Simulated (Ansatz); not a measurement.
A made-up structure of CH$_{5}$BN (charge +1), closed shell:

```csv
atom,x (Å),y (Å),z (Å)
B1,0.7509,-0.7950,0.4885
N2,0.2445,0.3571,0.2515
C3,-0.9258,0.5730,-0.6634
H4,-1.3166,-0.3047,-1.1112
H5,-1.2593,1.5720,-0.7834
H6,0.6717,1.1572,0.7172
H7,0.2930,-1.7191,-0.0203
H8,1.6489,-0.9082,1.1978
```

It is relaxed with PBE-D4/def2-SVP and then PBE0-D4/def2-TZVP (Ansatz 0.2.0). Atoms count as bonded within 1.22 times the sum of their covalent radii (H–H: 0.88 Å). The end point is not checked to be a true minimum.

Problem. Does its bonding change? (A judgement: the text doesn't fix the answer.)

Solution. The calculation gives: No: no bond forms or breaks.

Where it ends: The first stage lowers the energy by 1.97 eV in 7 steps. It ends as CH₅BN ([BH2][NH][CH2]), total charge +1:
B1  (0.776, -0.910, 0.491)
N2  (0.165, 0.430, 0.198)
C3  (-0.834, 0.592, -0.586)
H4  (-1.271, -0.279, -1.070)
H5  (-1.243, 1.584, -0.769)
H6  (0.552, 1.265, 0.637)
H7  (0.267, -1.827, -0.057)
H8  (1.695, -0.923, 1.233)
(Å)

Labels in which every atom is bracketed show which atoms are joined, not bond orders.

For scale, one of the runs: PBE0-D4/def2-TZVP relaxation, 123 basis functions, launched by `ansatz run in.yaml --threads 2 --pin off --events-out ev --progress --plain --max-ram 4352MiB`. The run took about 13 s on 2 CPU threads of an Arm Neoverse V1 (shared host).
